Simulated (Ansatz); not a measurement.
I need an active-space calculation of H3MgNS, SMILES [NH2][Mg][SH]. Use the Ansatz DFT code, driven from Python. Settings (for the species named): Hartree-Fock, cc-pVDZ basis, multiplicity 1.

```xyz
6

N    -1.3888    0.2500   -1.0606
Mg   -0.1119    0.0400    0.5093
S     1.4147   -0.2507    2.3480
H    -0.9551    1.0406   -1.6957
H    -1.4252   -0.6034   -1.6346
H     2.5083   -0.5405    1.4874
```

The script, `h3mgns.py`:
```python
'''Static correlation in H3MgNS: natural occupations of an active space.'''

import ansatz as az
from ase import Atoms

atoms = Atoms(['N', 'Mg', 'S', 'H', 'H', 'H'], positions=[
    (-1.3888, 0.25, -1.0606),
    (-0.1119, 0.04, 0.5093),
    (1.4147, -0.2507, 2.348),
    (-0.9551, 1.0406, -1.6957),
    (-1.4252, -0.6034, -1.6346),
    (2.5083, -0.5405, 1.4874),
])
mol = az.Crystal.molecule_from_ase(atoms)

job = mol.calculation()
job = job.basis(gaussian='cc-pVDZ')
job = job.correlation(active_electrons=2, active_orbitals=3)
for method in [None, 'sc_nevpt2']:
    rep = (job if method is None else job.correlation(method)).run(threads=1).report
    space = rep['configurations']
    state = space['states'][0]
    print(method or 'casscf', f'total {rep["free_energy_ev"] / 27.211386246:.6f} Ha, active-space state {state["energy"]["hartree"]:.6f} Ha, mean field {rep["reference_energy_ev"] / 27.211386246:.6f} Ha')
    print('  determinants', state['n_determinants'], ' natural occupations', [round(n, 3) for n in space['natural_occupations']])
print('effectively unpaired electrons, sum of min(n, 2 - n):', round(sum(min(n, 2 - n) for n in space['natural_occupations']), 3))
```

```console
$ python h3mgns.py
casscf total -653.408436 Ha, active-space state -653.408436 Ha, mean field -653.383668 Ha
  determinants 9  natural occupations [1.971, 0.025, 0.004]
sc_nevpt2 total -653.737289 Ha, active-space state -653.408434 Ha, mean field -653.383668 Ha
  determinants 9  natural occupations [1.971, 0.025, 0.004]
effectively unpaired electrons, sum of min(n, 2 - n): 0.057
```

Reading the output:
- These settings explore the input space; basis and method may be short of convergence.
- The geometry is a force-field or estimated start, not a minimum of this method, and the basis set is short of its limit. The active space starts as a window about the frontier orbitals and is then optimised, not chosen by chemistry.
- It ran for 7 s on 1 thread of Arm Neoverse V2, on a shared host, peak memory 0.19 GiB.
